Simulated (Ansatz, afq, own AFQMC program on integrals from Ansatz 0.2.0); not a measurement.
**N₂, singlet: AFQMC among the cluster methods**

```xyz
2

N     0.0000    0.0000    0.0000
N     0.0000    0.0000    1.4680
```

Basis 6-31G. Noble-gas cores (and the filled d shells of Ga–Kr and In–Xe) are frozen. Ansatz 0.2.0 and our own AFQMC program on the same integrals; the CISD trial comes from CCSD amplitudes, and released means the phaseless constraint is let go. Error bars are statistical, one sigma.

Determinant: RHF, the one that the program's search chose, which needn't be the lowest solution. The geometry is a point of a scan.

Full CI on the same integrals is exact in this basis and with this determinant's frozen core.

Cautions: restricted determinant unstable towards unrestricted (UHF 3.35 eV lower, ⟨S²⟩ 1.64); the search met a lower determinant of the same kind, perhaps of another symmetry (9 meV lower), and this one is a saddle point; strong correlation (T1 0.022, weight of the determinant 0.82, largest double 0.21); (T) is large, 7 % of the CCSD correlation; (Q) is large, 259 meV, so the cluster series hasn't closed; CCSD(T) is in doubt: in a space of 8 electrons in 8 natural orbitals full CI lies 256 meV below it; the CCSDT(Q) amplitudes may be one of several solutions (largest double 0.22); the CCSDTQ amplitudes may be one of several solutions (largest double 0.23); the released energies are still falling, so no released level is given (meV from the phaseless value at times in 1/Eh: -41 ± 11 at 0.24, -67 ± 8 at 0.51, -96 ± 8 at 0.99, -114 ± 7 at 1.62, -126 ± 11 at 2.40), though the last usable value meets full CI within the noise.

* T1 diagnostic: 0.0225
* weight of the determinant in the CISD state: 0.817
* size of the correlated space: 10 electrons in 16 orbitals

Reference: full CI, correlation energy -9.381 eV.

```csv
level,E − E(reference) (kJ/mol),share of correlation (%)
HF,905.2,0.00
MP2,-133.9,114.79
CCSD,68.6,92.42
CCSD(T),13.2,98.54
CCSDT,20.3,97.76
CCSDT(Q),-4.7,100.52
CCSDTQ,4.2,99.54
ph-AFQMC/HF,58.5 ± 6.5,93.54
ph-AFQMC/CISD,13.3 ± 1.0,98.53
```

CCSDT and higher add their correlation energy to the determinant of the CCSD(T) run, since their own runs factorise the integrals more tightly (a shift of under 2 meV). A walk keeps the symmetry of its determinant, which the program's search chose and which needn't be the lowest solution, so a lower state of the same spin and another symmetry isn't excluded.
